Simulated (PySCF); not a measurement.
Cl, SMILES `[Cl]` (charge 0, multiplicity 2)

These are PBE0-D4/def2-TZVP (PySCF) values and carry that method's errors.

```
Property                                                Result
-----------------------------  -------------------------------
highest occupied spin orbital                         -9.54 eV
dipole moment                                           0.00 D
total energy                                      -459.9974 Ha
cost                           around 2.5 core-seconds (rough)
```

Bond lengths (Å): .
Charge 0, spin multiplicity 2.
